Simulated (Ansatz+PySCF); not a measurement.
Values are calculated unless marked as measured or tabulated.
A run of PySCF 2.14.0 on singlet H₄O₂ at this shape:

```xyz
6

O    -1.5726   -0.1696    0.0000
H    -2.0575    0.7491    0.0000
H    -0.5573    0.0949    0.0000
O     1.4834    0.1748    0.0000
H     1.6641   -0.4427   -0.8191
H     1.6641   -0.4427    0.8191
```

Its results:

| Item | Value |
| --- | --- |
| Converged | yes |
| Reference energy | -151.89882 hartree |
| Correlation energy | -0.41717 hartree |
| Total energy | -152.31599 hartree |

(1) Which input gives this output? Name the method, the orbitals and the basis set, and write the input.

Results:

(1) RHF-MP2 in def2-SVP. An unrestricted run that stays on the closed shell gives the same numbers.

```python
from pyscf import gto, scf, mp

mol = gto.M(atom="""
O -1.572580 -0.169590 0.000000
H -2.057530 0.749070 0.000000
H -0.557300 0.094860 0.000000
O 1.483400 0.174780 0.000000
H 1.664120 -0.442730 -0.819110
H 1.664120 -0.442730 0.819110
""", basis='def2-svp', charge=0, spin=0)
mf = scf.RHF(mol)
mf.kernel()
pt = mp.MP2(mf, frozen=2).run()
print(mf.e_tot, pt.e_corr, pt.e_tot)
```
